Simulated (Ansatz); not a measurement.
doublet S2(+): levels of theory in one basis

```yaml
atoms:
  - { symbol: S, position_ang: [0.0000, 0.0000, 0.0000] }
  - { symbol: S, position_ang: [0.0000, 0.0000, 1.7337] }
```

Basis set: def2-SVP (spherical functions). Left uncorrelated: 10 orbitals. Correlation on ROHF uses semicanonical orbitals with singles. Charge 1, multiplicity 2.

Computed with Ansatz (development build ahead of 0.2.0); each method stands on the lowest determinant of its kind that the runs found.

```
      method  E − E(ROHF) (eV)  <S²> of the determinant
        ROHF              0.00                     0.75
         UHF             -0.19                     0.94
    ROHF-MP2             -6.77                        –
     UHF-MP2             -6.38                     0.94
ROHF-CCSD(T)             -7.61                        –
 UHF-CCSD(T)             -7.60                     0.94
```

Q: Is a single determinant a sound starting point here?

A: Only with care. Unrestricted orbitals gain 0.19 eV and <S²> is 0.94 against 0.75 for a pure state, a contamination that matters most for the unrestricted series.

Caution for UHF, UHF-MP2, UHF-CCSD(T): the unrestricted determinant is spin contaminated. Caution for ROHF-MP2, UHF-MP2: MP2 on this radical cation hangs on the determinant chosen. Caution for UHF-MP2: another reference gives a lower total.
